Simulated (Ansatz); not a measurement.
Geometry optimisation, RKS PBE-D4/6-31G* (Ansatz 0.2.0).

Input file:

```yaml
crystal:
  periodic: [false, false, false]
  atoms:
    - { symbol: Al, position_ang: [0.0, 0.0, 0.0] }
    - { symbol: Cl, position_ang: [0.0, 0.0, 2.58] }
    - { symbol: H, position_ang: [1.351, 0.0, -0.78] }
    - { symbol: H, position_ang: [-1.351, 0.0, -0.78] }
    - { symbol: S, position_ang: [0.107, -2.427, 0.8072] }
    - { symbol: H, position_ang: [-0.6505, -3.2374, -0.0469] }
    - { symbol: H, position_ang: [0.0643, -1.4595, 2.0709] }
basis:
  gaussian: { orbitals: "6-31G*" }
hamiltonian:
  xc: pbe
  dispersion: d4
relax:
  f_tol: 0.15
  max_steps: 25
  restrain:
    - { distance: [0, 4], at: 3.46, k: 30.0 }
    - { distance: [6, 1], at: 2.57, k: 30.0 }
    - { distance: [0, 1], at: 2.23, k: 30.0 }
    - { distance: [6, 4], at: 1.4, k: 30.0 }
```

Command:

```bash
$ ansatz run input.yaml --threads 1 --pin off --max-ram 2048MiB --backend cpu --events-out ev --progress --plain --runs-dir out
```

**Question.** Where does it end, and by what steps?

**Answer.** The forces met the threshold. The restraints hold the end off the free minimum. After 7 steps the energy has fallen by 1.521 eV (the restraints' own energy left out); H7 moved furthest, 0.76 Å. Parted: Al1–S5 (2.56 → 3.45 Å).

```tsv
step	energy less start (eV)	largest force component (eV/Å)	accepted
0	0.0000	2.082	yes
1	0.1998	2.516	yes
2	-0.1192	2.721	yes
3	-0.8440	1.380	yes
4	-1.3790	1.087	yes
5	-1.4706	0.718	yes
6	-1.5087	0.800	yes
7	-1.5211	0.721	yes
```

```xyz
7
Properties=species:S:1:pos:R:3
Al 0.090 0.283 -0.037
Cl -0.036 0.379 2.164
H 1.497 0.690 -0.673
H -1.300 0.085 -0.790
S 0.300 -3.051 0.806
H -1.008 -3.335 0.547
H -0.023 -2.175 1.834
```

The run took 18 s on 1 thread of Intel(R) Xeon(R) Platinum 8259CL CPU @ 2.50GHz (Skylake/Cascade Lake) (shared host), peak memory 0.15 GiB.
